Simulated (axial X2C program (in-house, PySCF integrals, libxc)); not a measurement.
**A two-component session on AlN⁺: EOM-EA-CCSD levels**

Wanted for AlN⁺: EOM-EA-CCSD levels, at the two-component level.

Method: two-component X2C with atomic mean-field terms, Al dyall-av3z, N dyall-av3z; program: an in-house X2C program for linear molecules on PySCF integrals.

All values are calculated.

### 1 Input

task.json reads:

```json
{"zs": [13, 7], "q": 1, "bas": ["dyall-av3z", "dyall-av3z"], "r0": 1.73, "eom": "ea", "thr": -2.0, "nmax": 92, "grid": [1, 0.96, 1.045, 0.92, 1.09, 1.15]}
```

Keys: zs atomic numbers; q charge; bas basis sets; r0 starting distance in Å; eom kind of EOM run; thr threshold in hartree for freezing inner shells (an s shell follows its p shell); nmax most natural virtual spinors; grid distances as factors.

Launch:

```bash
python soeom.py task.json out
```

Further steps of the session: EOM-EA-CCSD at 2.071 Å.

Before running it: what results should come out? Wanted: next root led by one particle; T1 of the reference; lowest state, Re and ωe.

As calculated:

| quantity | value |
| --- | --- |
| lowest root at 2.071 Å | Ω = 1/2, 16.411 eV |
| next root led by one particle | Ω = 3/2, about 9540 cm⁻¹ higher |
| T1 of the reference | 0.031 |
| lowest state, Re and ωe | 2.060 Å, 321 cm⁻¹ |

In words: The added electron is bound by 16.41 eV in a spinor of 36% N pσ, 33% Al sσ, 25% Al pσ. Errors of 0.1 to 0.3 eV are usual at this size, and roots led by higher excitations are left out, so the list is incomplete, and low states of that kind can be missing. T1 or the largest double amplitude of the reference is raised, which lowers the reliability. The bond is 0.023 Å shorter than in the closed-shell reference at CCSD (2.083 Å).
